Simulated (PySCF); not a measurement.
An unknown shows these calculated signals:

$^{1}$H NMR (400 MHz, computed): δ 4.39 (m, 1H), 1.65 (d, J = 3.6 Hz, 1H), 1.51 (m, 1H), 0.97 (m, 1H), 0.93 (m, 1H).

$^{13}$C{$^{1}$H} NMR (computed): δ 76.2 (C, d, J = 5.9 Hz), 73.4 (CH, d, J = 300.7 Hz), 63.0 (CH), 16.1 (CH2, d, J = 7.4 Hz), 10.2 (CH, d, J = 9.3 Hz).

Theoretical values (PySCF 2.14.0 with density-fitted response routines): σ from GIAO-KT3/pcSseg-2, spin–spin couplings from B3LYP/pcJ-1 (spin–dipole term only in couplings to heteroatoms), structure optimised with PBE0-D3(BJ)/def2-SVP. Non-relativistic Hamiltonian, gas phase, one computed conformer.

Scale: TMS for $^{1}$H, $^{13}$C (reference shieldings calculated alike).

Question: Which of these does the molecule contain: an OH group, a tert-butyl group, a CH3CH2 unit, a three-membered ring, a C≡C triple bond?

Answer: 
- An OH group: no.
- A tert-butyl group: no.
- A CH3CH2 unit: no.
- A three-membered ring: yes.
- A C≡C triple bond: yes (δC 63.0, 76.2; δH 1.65 (d)).

The data belong to SMILES C#C[C@@H]1C[C@@H]1F, C5H5F; they needn't prove each group on their own.

Carbon signals by region: 3 at 50–100 ppm, 2 below 50 ppm.

C–F couplings over four or more bonds (about 3 Hz to the para carbon of a fluoroarene) are left out. Common functionals overestimate the size of one-bond C–F couplings by tens of Hz; these are unscaled. Splittings below 1 Hz are ignored in the labels, and close J values are merged. Unscaled 3J(H,H) at this level run about 10 % above measured values. Shifts are as computed, not scaled to solution data. Of 1211 compounds with measured shifts, 218 miss one by over three times the rms of a fit or turn the order of signals round; such compounds aren't used in these exercises.
